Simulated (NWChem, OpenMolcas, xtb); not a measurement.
## SiN2H5 (SMILES N[SiH]N): the vertical electron affinity, rung by rung

SiN2H5: 8 atoms, total charge 0, spin state doublet. As SMILES, `N[SiH]N`. The coordinates come from a PBE0-D4/def2-TZVP relaxation. This is one conformer, not always the lowest.

Each level gives the vertical electron affinity (to the singlet anion) (eV). The values are calculated.

The electron affinity is E(neutral) − E(anion): positive where the electron is bound.

| level | kind | program | value (eV) | CPU time (all runs) |
| --- | --- | --- | --- | --- |
| GFN2-xTB | semi-empirical | xtb | 3.71 | under 2 s |
| UHF/def2-SVPD | Hartree–Fock | OpenMolcas | -1.40 | 26 s |
| USVWN5/def2-SVPD | LDA | OpenMolcas | -0.07 | 78 s |
| UBLYP/def2-SVPD | GGA | OpenMolcas | -0.29 | 1.9 min |
| U-r2SCAN/def2-SVPD | meta-GGA | OpenMolcas | -0.42 | 2.6 min |
| UM06-L/def2-SVPD | meta-GGA | OpenMolcas | -0.37 | 2.6 min |
| UM06-2X/def2-SVPD | hybrid meta-GGA | NWChem | -0.30 | 60 s |

Where it was recorded, the anion's HOMO is positive in UHF/def2-SVPD, USVWN5/def2-SVPD, UBLYP/def2-SVPD, U-r2SCAN/def2-SVPD, UM06-L/def2-SVPD, UM06-2X/def2-SVPD: a fault of the level (basis or self-interaction), which says nothing on whether the real anion is bound. The values span -1.40 to 3.71 eV. The xTB values lack the empirical shift that such differences need. Negative values mean that the anion is unbound at that level; they are set by how diffuse the basis is and aren't properties of the molecule, whose anion may well be bound. CPU times are rough (shared hosts, several kinds of processor and program).
